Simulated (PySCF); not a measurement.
PySCF input (M06-2X/aug-cc-pVTZ):

```python
import numpy as np, basis_set_exchange as bse
from pyscf import gto, scf, dft, df

basis = {'C': gto.basis.parse(bse.get_basis('aug-cc-pVTZ', elements=['C'], fmt='nwchem')), 'H': gto.basis.parse(bse.get_basis('aug-cc-pVTZ', elements=['H'], fmt='nwchem'))}
mol = gto.M(
    atom='''
    C    -0.01161473   -0.02640307    0.83180950
    C     0.01051919   -0.75709445   -0.62801581
    C     0.00595158    0.55569554   -0.51323913
    H     0.88841082   -0.06781218    1.45981855
    H    -0.92871443   -0.07190482    1.43431575
    H     0.01116736    1.50652892   -1.03746167
    ''',
    basis=basis,
    charge=-1,
    verbose=4,
    max_memory=8640,
)
mf = dft.RKS(mol, xc='m062x')
mf.grids.level = 4
mf = mf.density_fit(auxbasis=df.autoaux(mol))
mf.max_cycle = 100
mf.conv_tol = 1e-7
print('smallest overlap eigenvalue', np.linalg.eigvalsh(mol.intor('int1e_ovlp'))[0])
mf.kernel()
dip = mf.dip_moment()
```

Output:

```
PySCF version 2.14.0

[INPUT] verbose = 4
[INPUT] num. atoms = 6
[INPUT] num. electrons = 22
[INPUT] charge = -1
[INPUT] spin (= nelec alpha-beta = 2S) = 0
[INPUT] symmetry False subgroup None
[INPUT] Mole.unit = angstrom
[INPUT] Symbol           X                Y                Z      unit          X                Y                Z       unit  Magmom
[INPUT]  1 C     -0.011614730000  -0.026403070000   0.831809500000 AA   -0.021948658711  -0.049894571148   1.571892142811 Bohr   0.0
[INPUT]  2 C      0.010519190000  -0.757094450000  -0.628015810000 AA    0.019878388152  -1.430701160928  -1.186777882797 Bohr   0.0
[INPUT]  3 C      0.005951580000   0.555695540000  -0.513239130000 AA    0.011246856208   1.050112379242  -0.969881392110 Bohr   0.0
[INPUT]  4 H      0.888410820000  -0.067812180000   1.459818550000 AA    1.678853135900  -0.128146448110   2.758657251060 Bohr   0.0
[INPUT]  5 H     -0.928714430000  -0.071904820000   1.434315750000 AA   -1.755015920632  -0.135880416836   2.710463943650 Bohr   0.0
[INPUT]  6 H      0.011167360000   1.506528920000  -1.037461670000 AA    0.021103251934   2.846927057537  -1.960518421034 Bohr   0.0

nuclear repulsion = 56.6618064347638
number of shells = 42
number of NR pGTOs = 249
number of NR cGTOs = 207
basis = {'C': [[0, [8236.0, 0.000531, 0.0, -0.000113, 0.0], [1235.0, 0.004108, 0.0, -0.000878, 0.0], [280.8, 0.021087, 0.0, -0.00454, 0.0], [79.27, 0.081853, 0.0, -0.018133, 0.0], [25.59, 0.234817, 0.0, -0.05576, 0.0], [8.997, 0.434401, 0.0, -0.126895, 0.0], [3.319, 0.346129, 0.0, -0.170352, 0.0], [0.9059, 0.039378, 1.0, 0.140382, 0.0], [0.3643, -0.008983, 0.0, 0.598684, 0.0], [0.1285, 0.002385, 0.0, 0.395389, 1.0]], [0, [0.04402, 1.0]], [1, [18.71, 0.0, 0.014031, 0.0], [4.133, 0.0, 0.086866, 0.0], [1.2, 0.0, 0.290216, 0.0], [0.3827, 1.0, 0.501008, 0.0], [0.1209, 0.0, 0.343406, 1.0]], [1, [0.03569, 1.0]], [2, [1.097, 1.0, 0.0], [0.318, 0.0, 1.0]], [2, [0.1, 1.0]], [3, [0.761, 1.0]], [3, [0.268, 1.0]]], 'H': [[0, [33.87, 0.0, 0.006068, 0.0], [5.095, 0.0, 0.045308, 0.0], [1.159, 0.0, 0.202822, 0.0], [0.3258, 1.0, 0.503903, 0.0], [0.1027, 0.0, 0.383421, 1.0]], [0, [0.02526, 1.0]], [1, [1.407, 1.0, 0.0], [0.388, 0.0, 1.0]], [1, [0.102, 1.0]], [2, [1.057, 1.0]], [2, [0.247, 1.0]]]}
ecp = {}
ETB for H: l = 0, exps = 0.05052 * 1.8^n , n = 0..12
ETB for H: l = 1, exps = 0.12725999999999998 * 2^n , n = 0..5
ETB for H: l = 2, exps = 0.204 * 2.2^n , n = 0..4
ETB for H: l = 3, exps = 0.349 * 2.2^n , n = 0..3
ETB for C: l = 0, exps = 0.07138 * 1.8^n , n = 0..15
ETB for C: l = 1, exps = 0.07138 * 1.8^n , n = 0..12
ETB for C: l = 2, exps = 0.07138 * 1.8^n , n = 0..11
ETB for C: l = 3, exps = 0.13569 * 2.2^n , n = 0..6
ETB for C: l = 4, exps = 0.2 * 2.2^n , n = 0..4
smallest overlap eigenvalue 2.9665610428259272e-05

******** <class 'pyscf.df.df_jk.DFRKS'> ********
method = DFRKS
initial guess = minao
damping factor = 0
level_shift factor = 0
DIIS = <class 'pyscf.scf.diis.CDIIS'>
diis_start_cycle = 1
diis_space = 8
diis_damp = 0
SCF conv_tol = 1e-07
SCF conv_tol_grad = None
SCF max_cycles = 100
direct_scf = False
XC library pyscf.dft.libxc version 7.1.2
    S. Lehtola, C. Steigemann, M. J. T. Oliveira, and M. A. L. Marques,  SoftwareX 7, 1–5 (2018)
XC functionals = m062x
    Y. Zhao and D. G. Truhlar,  Theor. Chem. Acc. 120, 215 (2008)
    Y. Zhao and D. G. Truhlar,  Theor. Chem. Acc. 120, 215 (2008)
radial grids:
    Treutler-Ahlrichs [JCP 102, 346 (1995); DOI:10.1063/1.469408] (M4) radial grids

becke partition: Becke, JCP 88, 2547 (1988); DOI:10.1063/1.454033
pruning grids: <function nwchem_prune>
grids dens level: 4
symmetrized grids: False
atomic radii adjust function: <function treutler_atomic_radii_adjust>
small_rho_cutoff = 0
Set gradient conv threshold to 0.000316228
Initial guess from minao.
tot grids = 132952
******** <class 'pyscf.df.df.DF'> ********
auxbasis = {'H': [[0, [np.float64(58.443121389650436), 1]], [0, [np.float64(32.46840077202801), 1]], [0, [np.float64(18.038000428904454), 1]], [0, [np.float64(10.021111349391363), 1]], [0, [np.float64(5.567284082995202), 1]], [0, [np.float64(3.0929356016640006), 1]], [0, [np.float64(1.7182975564800003), 1]], [0, [np.float64(0.9546097536000001), 1]], [0, [np.float64(0.530338752), 1]], [0, [np.float64(0.29463264000000006), 1]], [0, [np.float64(0.16368480000000002), 1]], [0, [np.float64(0.090936), 1]], [0, [np.float64(0.05052), 1]], [1, [np.float64(4.0723199999999995), 1]], [1, [np.float64(2.0361599999999997), 1]], [1, [np.float64(1.0180799999999999), 1]], [1, [np.float64(0.5090399999999999), 1]], [1, [np.float64(0.25451999999999997), 1]], [1, [np.float64(0.12725999999999998), 1]], [2, [np.float64(4.778822400000001), 1]], [2, [np.float64(2.1721920000000003), 1]], [2, [np.float64(0.9873600000000001), 1]], [2, [np.float64(0.44880000000000003), 1]], [2, [np.float64(0.204), 1]], [3, [np.float64(3.716152000000001), 1]], [3, [np.float64(1.6891600000000002), 1]], [3, [np.float64(0.7678), 1]], [3, [np.float64(0.349), 1]]], 'C': [[0, [np.float64(481.57520720416113), 1]], [0, [np.float64(267.54178178008954), 1]], [0, [np.float64(148.63432321116085), 1]], [0, [np.float64(82.57462400620048), 1]], [0, [np.float64(45.87479111455581), 1]], [0, [np.float64(25.485995063642118), 1]], [0, [np.float64(14.158886146467843), 1]], [0, [np.float64(7.866047859148802), 1]], [0, [np.float64(4.370026588416001), 1]], [0, [np.float64(2.4277925491200003), 1]], [0, [np.float64(1.3487736384000002), 1]], [0, [np.float64(0.749318688), 1]], [0, [np.float64(0.4162881600000001), 1]], [0, [np.float64(0.2312712), 1]], [0, [np.float64(0.12848400000000001), 1]], [0, [np.float64(0.07138), 1]], [1, [np.float64(82.57462400620048), 1]], [1, [np.float64(45.87479111455581), 1]], [1, [np.float64(25.485995063642118), 1]], [1, [np.float64(14.158886146467843), 1]], [1, [np.float64(7.866047859148802), 1]], [1, [np.float64(4.370026588416001), 1]], [1, [np.float64(2.4277925491200003), 1]], [1, [np.float64(1.3487736384000002), 1]], [1, [np.float64(0.749318688), 1]], [1, [np.float64(0.4162881600000001), 1]], [1, [np.float64(0.2312712), 1]], [1, [np.float64(0.12848400000000001), 1]], [1, [np.float64(0.07138), 1]], [2, [np.float64(45.87479111455581), 1]], [2, [np.float64(25.485995063642118), 1]], [2, [np.float64(14.158886146467843), 1]], [2, [np.float64(7.866047859148802), 1]], [2, [np.float64(4.370026588416001), 1]], [2, [np.float64(2.4277925491200003), 1]], [2, [np.float64(1.3487736384000002), 1]], [2, [np.float64(0.749318688), 1]], [2, [np.float64(0.4162881600000001), 1]], [2, [np.float64(0.2312712), 1]], [2, [np.float64(0.12848400000000001), 1]], [2, [np.float64(0.07138), 1]], [3, [np.float64(15.384519173760008), 1]], [3, [np.float64(6.9929632608000025), 1]], [3, [np.float64(3.178619664000001), 1]], [3, [np.float64(1.4448271200000005), 1]], [3, [np.float64(0.6567396000000001), 1]], [3, [np.float64(0.29851800000000006), 1]], [3, [np.float64(0.13569), 1]], [4, [np.float64(4.685120000000001), 1]], [4, [np.float64(2.129600000000001), 1]], [4, [np.float64(0.9680000000000002), 1]], [4, [np.float64(0.44000000000000006), 1]], [4, [np.float64(0.2), 1]]]}
init E= -116.335358084819
  HOMO = -0.242390424267118  LUMO = -0.0244168397609599  gap/eV = 5.93136
cycle= 1 E= -115.91942100209  delta_E= 0.416  |g|= 0.429  |ddm|= 5.14
  HOMO = 0.0669113633044311  LUMO = 0.113036876806079  gap/eV = 1.25514
cycle= 2 E= -115.901712988419  delta_E= 0.0177  |g|= 0.532  |ddm|= 2.76
  HOMO = -0.0326276825749403  LUMO = 0.112076934459546  gap/eV = 3.93761
cycle= 3 E= -115.985208886085  delta_E= -0.0835  |g|= 0.0536  |ddm|= 1.96
  HOMO = -0.0363472976373558  LUMO = 0.109020948491252  gap/eV = 3.95567
cycle= 4 E= -115.985551648982  delta_E= -0.000343  |g|= 0.0445  |ddm|= 0.504
  HOMO = -0.0374462080343996  LUMO = 0.108880600620623  gap/eV = 3.98176
cycle= 5 E= -115.986029602741  delta_E= -0.000478  |g|= 0.0039  |ddm|= 0.151
  HOMO = -0.0370971073015163  LUMO = 0.108980871547635  gap/eV = 3.97498
cycle= 6 E= -115.986036032027  delta_E= -6.43e-06  |g|= 0.00126  |ddm|= 0.044
  HOMO = -0.0370033173943725  LUMO = 0.109053021442986  gap/eV = 3.97440
cycle= 7 E= -115.986036617847  delta_E= -5.86e-07  |g|= 0.000675  |ddm|= 0.0154
  HOMO = -0.0369971653894865  LUMO = 0.109078945903481  gap/eV = 3.97493
cycle= 8 E= -115.986036767012  delta_E= -1.49e-07  |g|= 0.000147  |ddm|= 0.00528
  HOMO = -0.0369945654218853  LUMO = 0.10908398516014  gap/eV = 3.97500
cycle= 9 E= -115.986036783693  delta_E= -1.67e-08  |g|= 2.34e-05  |ddm|= 0.0039
  HOMO = -0.0369990548571977  LUMO = 0.109082166053614  gap/eV = 3.97507
Extra cycle  E= -115.986036784364  delta_E= -6.71e-10  |g|= 1.23e-05  |ddm|= 0.000645
converged SCF energy = -115.986036784364

WARN: System has nonzero charge -1; the dipole moment is origin-dependent.
Location of origin: [0. 0. 0.]

Dipole moment(X, Y, Z, Debye): -0.02993,  2.93411,  1.66230
```
